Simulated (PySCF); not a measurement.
## Adding and removing an electron: MgH

PBE0; basis Mg def2-TZVP, H def2-TZVP; no relativity; PySCF 2.14. Neutral (UKS): doublet (σ ↑), Re = 1.744 Å, ωe = 1468 cm⁻¹, De = 1.40 eV, HOMO -4.94 eV, LUMO -2.09 eV.

MgH⁺ (UKS): singlet (closed shell), Re = 1.661 Å, ωe = 1716 cm⁻¹, De = 1.91 eV to Mg⁺ + H. The energies at the minima are -200.51344 hartree for MgH and -200.25420 for MgH⁺.

(1) Work out the adiabatic ionisation energy, without and with harmonic zero-point energies (1 hartree = 27.2114 eV, 1 eV = 8065.5 cm⁻¹), and the change of the bond length.

For an ion De counts to the pair picked by the measured ionisation energies or electron affinities, which need not be the lowest pair at this level. States were picked by a PBE0 search and need not be the measured ground states.

Results:

(1) At PBE0: 0.25924 hartree = 7.054 eV between the minima; the zero-point term (1716.0 − 1468.0)/2 cm⁻¹ = +0.015 eV makes it 7.070 eV. Re changes by -8.3 pm against the neutral. The electron leaves a σ orbital, and the shorter bond of the ion fits an antibonding orbital, or a change in how ionic the bond is.
